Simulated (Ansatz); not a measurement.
This geometry of H3OSi2 (6 atoms, charge 0, multiplicity 2) is a first-order saddle point.

Theory: UKS PBE0/def2-mTZVP (Ansatz).

```xyz
6
Properties=species:S:1:pos:R:3
O 0.501 -2.401 1.044
Si 0.607 -1.201 0.089
Si -0.060 0.929 0.110
H -0.506 -0.758 -1.004
H 0.324 1.551 -1.181
H -0.865 1.880 0.941
```

Problem. Which two structures does it join? (They come from a converged band through this point; their orientation in space is the band's.)

Solution. Bonds broken: Si3–H4. Bonds formed: Si2–H4.

First end point:

```xyz
6
Properties=species:S:1:pos:R:3
O 0.819 -1.987 1.596
Si 0.844 -1.543 0.128
Si -0.263 0.582 -0.337
H -1.350 0.291 -1.310
H 0.750 1.462 -0.979
H -0.801 1.196 0.902
```

Last end point:

```xyz
6
Properties=species:S:1:pos:R:3
O 0.274 -2.104 1.073
Si 0.044 -1.144 -0.097
Si -0.266 1.111 0.154
H -0.105 -1.590 -1.515
H -0.086 1.976 -1.040
H 0.139 1.752 1.426
```

Problem. How far does it lie above each of them?

Solution. 1.63 eV above the first and 1.30 eV above the second. This is the barrier of this one path; another mechanism may lie lower.

The run took 2.8 min on 2 threads of Intel(R) Xeon(R) 6975P-C (Granite Rapids), with other jobs on the host, peak memory 0.2 GiB.
